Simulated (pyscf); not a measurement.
F–W(F)(F)(F)(SH)–SH → F–W(F)(F)(F)=S + H₂S (elimination; singlet surface; H–S, S–W broken, H–S formed). Single points on ωB97X-D3(BJ)/def2-SVP structures (PySCF, gas phase). Energies in kcal/mol from the reactant's lowest minimum found.

| level | barrier | reaction energy |
|---|---|---|
| ωB97X-D3(BJ)/def2-TZVP | 25.1 | -2.9 |
| r²SCAN/def2-TZVP | 19.8 | -7.0 |
| PBE0-D3(BJ)/def2-TZVP | 21.0 | -6.9 |
| M06-2X/def2-TZVP | 24.4 | -12.8 |
| ωB97M-D3(BJ)/def2-TZVP | 24.1 | -11.6 |
| HF/def2-TZVP | 32.9 | -24.4 |

The functionals in the table span 5.3 kcal/mol in this barrier, from r²SCAN to ωB97X-D3(BJ)/def2-TZVP. On the product side the descent ends in an adduct with a S–W contact, 1.0 kcal/mol under the separated species and 29.0 kcal/mol under the saddle at ωB97X-D3(BJ)/def2-TZVP. What is counted as broken (S–W) persists as a longer contact in the product adduct; parting that adduct is a step of its own. One saddle was located; it need not be the lowest between these sides. Elements past Kr carry the def2 core potentials, without spin-orbit coupling.
